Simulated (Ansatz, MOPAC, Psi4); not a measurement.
Species: phosphanylidynephosphane, P2, net charge 0, singlet state. SMILES: P#P
Geometry: optimised at B3LYP-D3(BJ)/def2-TZVP (Ansatz, an electronic-structure program).

Quantity: enthalpy of formation at 298 K, in kcal/mol. Conventions: 6-31G* and kin with 6d, 5d where marked; frozen cores in correlated levels; spin-orbit terms left out; 6-311+G** with 5d, 6d on Na to Ar in Ansatz; non-relativistic; UHF or UKS for open shells. First-principles rows: single points at B3LYP-D3(BJ) geometries (Ansatz), with unscaled harmonic terms from B3LYP/6-31G* at its own minima, enthalpies of formation by atomisation with measured atoms. Semi-empirical rows: MOPAC heats of formation at their own minima for 298 K. The Hartree-Fock reference of P#P is unstable towards a lower, spin-broken solution.

Measured values: G2/97 table in ASE (Curtiss et al.); they hold spin-orbit and core effects, anharmonicity. 

Value to compare with, the measured value: 34.3 kcal/mol.

| level | program | enthalpy of formation at 298 K (kcal/mol) | error |
|---|---|---|---|
| PM3 | MOPAC | 32.0 | -2.3 |
| HF/6-31G* | Ansatz | 124.3 | 90.0 |
| PBE/def2-SVP | Ansatz | 32.7 | -1.6 |
| B3LYP/3-21G | Ansatz | 70.6 | 36.3 |
| B3LYP/6-31G* | Ansatz | 43.2 | 8.9 |
| wB97X-D/6-311+G** | Psi4 | 43.1 | 8.8 |
| B3LYP/def2-TZVPD | Ansatz | 35.3 | 1.0 |
| wB97M-V/def2-TZVPD | Ansatz | 31.7 | -2.6 |
| B2PLYP-D3(BJ)/def2-TZVPD | Ansatz + dftd3 | 35.0 | 0.7 |

Among the 6 habitual levels, HF/6-31G* lies farthest from the measured value (90.0 kcal/mol) and PBE/def2-SVP nearest (-1.6); 4 of 6 lie above it, and their mean absolute error is 24.7 kcal/mol, the median 8.9. One case shows no general order.

The levels are drawn from those run, B3LYP/6-31G* more often than the rest, none by its result; runs whose electronic state is in doubt are left out.
